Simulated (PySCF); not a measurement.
Species: N-methylsulfinylamine, CH3NOS.
SMILES: `CN=S=O`

Method: EOM-IP-CCSD/aug-cc-pVDZ in PySCF, restricted Hartree–Fock reference, 8 core orbitals frozen, non-relativistic, gas phase, PBE0-D3(BJ)/def2-SVP geometry.

Hartree–Fock orbital energies give these Koopmans values (eV): HOMO 11.24, HOMO-1 12.42, HOMO-2 12.77, HOMO-3 15.37, HOMO-4 15.56, HOMO-5 17.28, HOMO-6 17.79, HOMO-7 18.43.

What vertical ionisation energies does EOM-IP-CCSD give?

```
leading hole (HF orbital)  Koopmans (eV)  EOM-IP-CCSD (eV)  change (eV)  one-hole share
                     HOMO          11.24             10.73        -0.51            0.95
                   HOMO-1          12.42             10.76        -1.66            0.94
                   HOMO-2          12.77             11.29        -1.48            0.94
                   HOMO-3          15.37             13.97        -1.40            0.94
                   HOMO-4          15.56             14.26        -1.30            0.92
                   HOMO-6          17.79             15.86        -1.93            0.92
                   HOMO-5          17.28             15.91        -1.37            0.91
                   HOMO-7          18.43             16.56        -1.87            0.93
```

Does the order of the lines follow the orbital energies?

No: the HOMO-6 hole (15.86 eV) falls below the HOMO-5 hole (15.91 eV). The corrections run from -1.93 to -0.51 eV, with a mean of -1.44 eV over the 8 lines; no line lies above its Koopmans value.

At what kinetic energies would He I light (21.22 eV) eject these electrons?

10.49 eV (HOMO), 10.46 eV (HOMO-1), 9.93 eV (HOMO-2), 7.25 eV (HOMO-3), 6.96 eV (HOMO-4), 5.36 eV (HOMO-6), 5.31 eV (HOMO-5), 4.66 eV (HOMO-7).

What total energy has the lowest final state, and which wavelength reaches it?

E(CCSD) + ionisation energy = -567.09469 + 0.39424 = -566.70045 Eh, at the geometry of the initial state. The threshold wavelength is 1239.84 eV nm/10.73 eV = 115.5 nm.

Lines less than 0.15 eV apart could change places at a higher level. One root was sought for each valence orbital with −ε under 21 eV, eight at most, so deeper holes and satellites are missing; no vibrational structure.

The run took 8.5 min on one thread of an x86-64 server, no GPU (shared host).
